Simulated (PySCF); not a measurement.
**Magnetic susceptibility: `c1cpc[p-]1`, [C3H3P2]-, charge -1**

Geometry:
```json
{"atom": "C1", "x (Å)": "-0.816", "y (Å)": "0.722", "z (Å)": "0.317"}
{"atom": "C2", "x (Å)": "-0.993", "y (Å)": "-0.519", "z (Å)": "-0.283"}
{"atom": "P3", "x (Å)": "0.458", "y (Å)": "-1.450", "z (Å)": "-0.641"}
{"atom": "C4", "x (Å)": "1.539", "y (Å)": "-0.238", "z (Å)": "-0.004"}
{"atom": "P5", "x (Å)": "0.840", "y (Å)": "1.221", "z (Å)": "0.649"}
{"atom": "H6", "x (Å)": "-1.667", "y (Å)": "1.366", "z (Å)": "0.575"}
{"atom": "H7", "x (Å)": "-1.993", "y (Å)": "-0.906", "z (Å)": "-0.523"}
{"atom": "H8", "x (Å)": "2.625", "y (Å)": "-0.389", "z (Å)": "-0.013"}
```

Total charge -1.

Computed, not measured: GIAO HSE06/aug-pcSseg-1 magnetisability, rotational g tensor and spin-rotation constants, non-relativistic, gas phase (PySCF 2.14.0). Geometry: PBE0-D3(BJ)/def2-SVP.

For an ion the centre-of-mass motion in the field is neglected.

**Question.** How diamagnetic is it, and how anisotropic?

**Answer.** Isotropic -1201 × 10⁻³⁰ J/T², or -72.3 × 10⁻⁶ cm³/mol; principal values -2027, -882, -693 × 10⁻³⁰ J/T², anisotropy 1250 × 10⁻³⁰ J/T² (root of half the summed squared differences of the principal values). The susceptibility is in cgs units.

**Question.** Split it along the inertial axes a, b, c into diamagnetic and paramagnetic parts about the centre of mass, with the quadrupole moment.

**Answer.** 
| axis | χ (10⁻⁶ cm³/mol) | diamagnetic (10⁻⁶ cm³/mol) | paramagnetic (10⁻⁶ cm³/mol) | summed x² of all electrons (Å²) | quadrupole Θ (D Å) |
| --- | --- | --- | --- | --- | --- |
| a | -53.1 | -285.5 | 232.4 | 89.6 | -12.75 |
| b | -41.7 | -428.2 | 386.5 | 56.0 | +9.92 |
| c | -122.1 | -617.6 | 495.5 | 11.3 | +2.83 |

Anisotropies 2χaa − χbb − χcc = +57.5 and 2χbb − χaa − χcc = +91.7 × 10⁻⁶ cm³/mol. Θ is traceless in Buckingham's convention.

**Question.** And the rotational g tensor?

**Answer.** 
| axis | rotational constant (GHz) | g | nuclear part | electronic part |
| --- | --- | --- | --- | --- |
| a | 6.6035 | -0.1205 | 0.6004 | -0.7209 |
| b | 3.2955 | -0.0985 | 0.4999 | -0.5984 |
| c | 2.1984 | +0.0216 | 0.5333 | -0.5117 |

Asymmetric top; isotopes 12C, 1H, 31P; no vibrational averaging.
